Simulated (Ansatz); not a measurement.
```yaml
crystal:
  periodic: [false, false, false]
  atoms:
    - {symbol: B, position_ang: [0.000000, 0.000000, -0.743147]}
    - {symbol: N, position_ang: [0.000000, 0.000000, 0.516663]}
    - {symbol: S, position_ang: [0.000000, 0.000000, 2.107931]}
    - {symbol: H, position_ang: [0.000000, 0.000000, -1.881447]}
basis:
  gaussian: {orbitals: def2-TZVP}
magnetization: {spin_polarized: true, initial_magnetization: 1}
hamiltonian: {xc: pbe0}
relax: {f_tol: 0.004, max_steps: 80}
```

```sh
$ ansatz run in.yaml --threads 1 --pin off --events-out ev --progress --plain --max-ram 2176MiB
```

Steps of the relaxation (energy above the last step; positions in Å, forces in eV/Å):

```
4
step 1, 15.9 meV
B     0.000    0.000   -0.743    0.000    0.000    1.284
N     0.000    0.000    0.517    0.000    0.000   -0.095
S     0.000    0.000    2.108    0.000    0.000   -0.250
H     0.000    0.000   -1.881    0.000    0.000   -0.939
```

```
4
step 2, 1.2 meV
B     0.000    0.000   -0.735    0.000    0.000    0.269
N     0.000    0.000    0.521    0.000    0.000    0.089
S     0.000    0.000    2.110    0.000    0.000   -0.127
H     0.000    0.000   -1.896    0.000    0.000   -0.232
```

```
4
step 3, 0.0 meV
B     0.000    0.000   -0.732    0.000    0.000   -0.007
N     0.000    0.000    0.524    0.000    0.000    0.055
S     0.000    0.000    2.110    0.000    0.000   -0.042
H     0.000    0.000   -1.902    0.000    0.000   -0.006
```

```
4
step 5, 0.0 meV
B     0.000    0.000   -0.732    0.000    0.000    0.000
N     0.000    0.000    0.524    0.000    0.000    0.000
S     0.000    0.000    2.109    0.000    0.000    0.000
H     0.000    0.000   -1.902    0.000    0.000    0.000
```

Close pairs at the end: B1–H4 1.170 Å, B1–N2 1.256 Å, N2–S3 1.585 Å.

A stationary point of unrestricted PBE0 after 5 steps, with ⟨S²⟩ = 0.757 against 0.75 for a pure state; no frequencies were run, so it isn't proven a minimum. 14 s on 1 thread of Intel Xeon Platinum 8488C, shared host.
